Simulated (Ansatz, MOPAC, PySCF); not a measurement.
Species: N2, charge 0, multiplicity 1. SMILES: N#N
Geometry from a B3LYP-D3(BJ)/def2-TZVP (Ansatz, a quantum-chemistry and plane-wave program) optimisation:
```xyz
2

N      0.0000     0.0000    -0.5454
N      0.0000     0.0000     0.5454
```

Unscaled harmonic wavenumbers (cm⁻¹) in rising order, each level at the stationary point that it reaches from this structure (no distance between atoms moves by over 0.3 Å); the order of modes can differ between levels, and a negative number is imaginary. B3LYP-D3(BJ)/def2-TZVP (PySCF, at the structure above): 2453.

AM1 (MOPAC): 2743. Zero-point energy 3.9 against 3.5 kcal/mol; where all levels lie over 400 cm⁻¹, the wavenumbers are on average 1.118 times those of B3LYP-D3(BJ)/def2-TZVP.

PM3 (MOPAC): 2640. Zero-point energy 3.8 against 3.5 kcal/mol; where all levels lie over 400 cm⁻¹, the wavenumbers are on average 1.076 times those of B3LYP-D3(BJ)/def2-TZVP.

HF/3-21G (Ansatz): 2612. Zero-point energy 3.7 against 3.5 kcal/mol; where all levels lie over 400 cm⁻¹, the wavenumbers are on average 1.065 times those of B3LYP-D3(BJ)/def2-TZVP.

HF/6-31G* (Ansatz): 2758. Zero-point energy 3.9 against 3.5 kcal/mol; where all levels lie over 400 cm⁻¹, the wavenumbers are on average 1.124 times those of B3LYP-D3(BJ)/def2-TZVP.
